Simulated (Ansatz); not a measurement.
Consider the atomization: `N=CF` → C• + F• + 2 H• + N•.

Program: Ansatz. Geometries: PBE0-D4/def2-TZVP. ΔE: electronic, gas phase. CCSD(T)/CBS is frozen-core, at the limit of the def2 triple- and quadruple-zeta sets. Functionals use def2-TZVPP. B3LYP here is the variant with VWN-RPA as its local correlation; programs differ in this. HSE06 is defined as in plane-wave codes. Open shells (•) are unrestricted, without spin–orbit coupling. Spin–orbit coupling would lower the free atoms: a little for C, F. One conformer a species, not always the lowest.

`N=CF`:

Z-matrix (Å, degrees):
```
C
N 1 1.242
F 1 1.328 2 120.0
H 1 1.092 2 129.8 3 -180.0
H 2 1.016 1 110.6 3 -180.0
```

| level | ΔE (kJ/mol) | difference from CCSD(T)/CBS |
| --- | --- | --- |
| LDA (SPW92) | 2283.4 | 371.5 |
| PBE-D4 | 2011.5 | 99.6 |
| revPBE-D4 | 1943.3 | 31.4 |
| BLYP-D4 | 1960.7 | 48.8 |
| B97M-V | 1918.5 | 6.6 |
| PBE0-D4 | 1928.7 | 16.8 |
| B3LYP-D4 | 1929.4 | 17.5 |
| r2SCANh-D4 | 1892.9 | -19.0 |
| r2SCAN0-D4 | 1856.4 | -55.5 |
| HSE06-D4 | 1931.1 | 19.2 |
| BHLYP-D4 | 1820.3 | -91.6 |
| CAM-B3LYP-D4 | 1937.2 | 25.3 |
| ωB97X-V | 1925.8 | 13.9 |
| ωB97M-V | 1930.2 | 18.3 |
| B2PLYP | 1907.6 | -4.3 |
| PBE-QIDH | 1890.7 | -21.2 |
| PBE | 2007.1 | 95.2 |
| revPBE | 1925.5 | 13.6 |
| BLYP | 1950.5 | 38.6 |
| r2SCAN | 1917.1 | 5.2 |
| PBE0 | 1925.1 | 13.2 |
| r2SCANh | 1891.8 | -20.1 |
| r2SCAN0 | 1855.3 | -56.6 |
| HSE06 | 1927.9 | 16.0 |
| BHLYP | 1815.8 | -96.1 |
| CAM-B3LYP | 1933.8 | 21.9 |
| LC-ωPBE | 1923.6 | 11.7 |
| MP2/def2-SVP | 1837.6 | -74.3 |
| CCSD(T)/def2-SVP | 1795.0 | -116.9 |
| HF/def2-TZVPP | 1251.8 | -660.1 |
| MP2/def2-TZVPP | 1908.1 | -3.8 |
| CCSD(T)/def2-TZVPP | 1852.6 | -59.3 |
| HF/def2-QZVPP | 1256.0 | -655.9 |
| MP2/def2-QZVPP | 1944.8 | 32.9 |
| SCS-MP2/def2-QZVPP | 1935.0 | 23.1 |
| CCSD/def2-QZVPP | 1842.4 | -69.5 |
| CCSD(T)/def2-QZVPP | 1888.1 | -23.8 |
| HF/CBS(def2) | 1256.6 | -655.3 |
| MP2/CBS(def2) | 1969.4 | 57.5 |
| CCSD/CBS(def2) | 1864.0 | -47.9 |
| CCSD(T)/CBS | 1911.9 | 0 |

Largest T1 diagnostic among the species: 0.013.

In def2-TZVPP, CCSD(T) changes the Hartree–Fock value by +600.8 kJ/mol (the triples alone add +42.7 kJ/mol) and MP2 by +656.3 kJ/mol; breaking electron pairs costs correlation energy, which Hartree–Fock lacks. From r2SCAN to r2SCAN0 (25 % exact exchange), in def2-TZVPP and without D4, ΔE moves by −61.9 kJ/mol: exact exchange takes away binding that semilocal exchange gives to molecules. The D4 term adds +7.0 kJ/mol with B3LYP and +3.5 kJ/mol with PBE0; it sums over pairs of atoms, weighted by their polarisabilities, and B3LYP, whose exchange is more repulsive, gets the larger term.

CCSD(T)/CBS has its own doubt, a few kJ/mol and more with outer-core shells, so smaller differences from it don't rank the levels.
